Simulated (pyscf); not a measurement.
A first-order saddle from PySCF, ωB97X-D3(BJ)/def2-SVP:

```xyz
5

B      0.8188     0.0921    -1.1816
N      0.5873     1.3107    -1.2617
H      1.1276    -1.5320    -1.0982
H      0.4010     2.2913    -1.3258
H      1.2858    -2.3599    -1.0647
```
Charge 0, spin multiplicity 2.

Surface: doublet, charge 0. Lowest wavenumbers (cm⁻¹): 577i, 77, 77, 576, 576.

Task: What reaction is this the transition state of?

Result: HB=NH + H atom (H•) ⇌ [B=NH]• + hydrogen (H₂), a hydrogen abstraction read from left to right: B–H broken and H–H formed. At ωB97M-D3(BJ)/def2-TZVP it lies +15.4 kcal/mol from the left side and +4.3 kcal/mol from the right (each side as separated species at their lowest minima found). The same reactants have a lower exit, to [HB–NH₂]• (barrier +9.3 kcal/mol at ωB97M-D3(BJ)/def2-TZVP, against +15.4 kcal/mol here). One saddle was located; it need not be the lowest between these sides. The angle at the transferred H is 179°. The term symbol of open-shell B=NH was not checked; spin-orbit terms are left out.
